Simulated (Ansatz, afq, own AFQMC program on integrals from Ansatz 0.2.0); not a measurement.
Two steps: Ansatz 0.2.0 writes the Fock matrix and Cholesky factors of the valence space, and afq projects on them the lowest state that overlaps trial and start.

```yaml
crystal:
  periodic: [false, false, false]
  atoms:
    - {symbol: B, position_ang: [0.000000, 0.084416, 0.783587]}
    - {symbol: C, position_ang: [0.000000, -0.120961, -0.584032]}
    - {symbol: H, position_ang: [0.000000, 0.535945, -1.445249]}
basis:
  gaussian: {orbitals: 6-31G}
magnetization: {spin_polarized: true, initial_magnetization: 2}
correlation: {method: ccsd_t, electrons: outside_noble_gas, hamiltonian_folder: ham}
```

```sh
$ ansatz run in.yaml --threads 1 --pin off --events-out ev --progress --plain --max-ram 1843MiB
```

afq runs on the folder ham with

```
--method free --trial cisd --walkers 160 --time-step 0.03 --max-blocks 80 --target-error 0.00034 --factor-cut 1e-05 --seed 2399 --times 0,0.3,0.6,1.2,1.8,2.4,3.6,4.8,6 --taylor-order 8
```

Times are imaginary, in 1/Eh. The walk had a cap of 511 s.

Log:

```
orbitals 18  electrons 5 3  factors 116 of 285
reference energy -62.92090115 Eh
CCSD correlation -0.12917404 Eh in 17 cycles, weight of the determinant in the CISD state 0.8516
repeat  energy at the last time / Eh  error
    10  -63.057413  0.000739
    20  -63.058222  0.000572
    30  -63.057550  0.000526
    40  -63.057435  0.000442
    50  -63.057816  0.000461
    60  -63.057373  0.000417
    70  -63.057107  0.000396
    80  -63.057318  0.000364
time / (1/Eh)  energy / Eh  error  mean overlap
  0.00  -63.049934  0.000092  1.1728
  0.30  -63.052954  0.000094  1.1742
  0.60  -63.054547  0.000126  1.1752
  1.20  -63.056024  0.000161  1.1743
  1.80  -63.056426  0.000167  1.1807
  2.40  -63.056957  0.000183  1.1820
  3.60  -63.057065  0.000247  1.1972
  4.80  -63.056735  0.000284  1.2128
  6.00  -63.057318  0.000364  1.2127
energy -63.057318 +/- 0.000364 Eh
```

The run passed its tests (error under three times the target), which doesn't prove that it has relaxed.

Against this walk (error 9.9 meV) on the same determinant: CCSD(T) 60.6 meV higher, CCSDT(Q) 6.2 meV lower (within the noise), CCSDTQ 4.4 meV lower (within the noise), full CI for this spin (own frozen core, lowest symmetry allowed) 5.6 meV lower (within the noise). The error is statistical, and a free projection of finite length keeps a remainder of its start. The determinant has ⟨S²⟩ = 2.16, so the low cluster orders mix in higher spin, and so can this walk. None of these is a sure reference here. The last points scatter (meV from the last: 24 ± 5 at 1.80, 10 ± 5 at 2.40, 7 ± 7 at 3.60, 16 ± 8 at 4.80, 0 ± 10 at 6.00); the last is the one printed as the energy, and the gaps above move with that scatter.

Cautions: remainder of the start not in the error; start is not spin pure; error above the target (9.9 against 9.3 meV); higher spins were not checked; strong correlation (T1 0.060, weight of the determinant 0.85, largest double 0.13); unrestricted determinant spin contaminated (⟨S²⟩ 2.16 against 2.00).

The walk took 3.1 min on 1 thread of Intel(R) Xeon(R) Platinum 8375C CPU @ 2.90GHz (Ice Lake), with other jobs on the host. The log's last line is the free-projection energy.

CCSDT and higher add their correlation energy to the determinant of the CCSD(T) run, since their own runs factorise the integrals more tightly (a shift of under 2 meV). A walk keeps the symmetry of its determinant, which the program's search chose and which needn't be the lowest solution, so a lower state of the same spin and another symmetry isn't excluded.
